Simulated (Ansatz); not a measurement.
Diamond, treated with LDA (plane waves, PAW; Ansatz, a program for electronic structure).

Settings: plane-wave cutoff 520 eV, 16×16×16 k mesh, Fermi–Dirac smearing 0.01 eV, scalar-relativistic PAW data made under PBE.

Cell (measured lattice):

```yaml
crystal:
  lattice:
    - [0.00000, 1.78350, 1.78350]
    - [1.78350, 0.00000, 1.78350]
    - [1.78350, 1.78350, 0.00000]
  atoms:
    - { symbol: C, position: [0.00000, 0.00000, 0.00000] }
    - { symbol: C, position: [0.25000, 0.25000, 0.25000] }
```

**Question.** Give the computed band gap, smallest direct gap on the k points sampled and width of the whole s-p valence band.

**Answer.** 
band gap: 4.10 eV (indirect)
smallest direct gap on the k points sampled: 5.54 eV
width of the whole s-p valence band: 21.32 eV

Note: cell and atoms aren't relaxed at this level (pressure -13.1 GPa).

The computed numbers hold no vibrational or temperature effects.
